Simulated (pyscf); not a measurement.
Single points on ωB97X-D3(BJ)/def2-SVP structures (PySCF, gas phase). Correlated levels are frozen-core, on RHF or UHF. ΔMP2 is the change of the MP2 total energy from the triple- to the quadruple-zeta basis.

SMILES: [CH][SeH]
```xyz
4

C      0.4905     0.2246    -0.0418
Se    -0.1771    -0.1281    -1.6674
H      0.6300     1.3310    -0.0933
H     -0.3334    -1.5902    -1.5253
```
Charge 0, spin multiplicity 1.

### Question
What is the homolytic dissociation enthalpy (298 K, CCSD(T)/def2-TZVPP + ΔMP2(QZVPP)) of the H–Se bond of :HC–SeH (SMILES [CH][SeH]) [singlet], to •HC=Se + H•?

### Answer
H–Se to •HC=Se + H•: 207.0 kJ/mol. The radicals are drawn with the spin at the cut bond; how far it spreads was not checked. :HC–SeH [singlet] lies 200.2 kJ/mol over its isomer H₂C=Se, and others may lie lower still (electronic energy, ωB97M-D3(BJ)). The CCSD(T) − MP2 part came from Ansatz, without density fitting, on the same reference. An open-shell T1 diagnostic exceeds 0.045. A UHF reference is spin-contaminated (<S²> up to 1.18), which harms MP2 most. The frozen core leaves the outer d or s,p core shells of the metals and heavy elements correlated in the MP2 and CC values, and def2-TZVPP describes them poorly, which can shift differences by a few kcal/mol. Elements up to Kr have no core potential and no relativistic terms here.
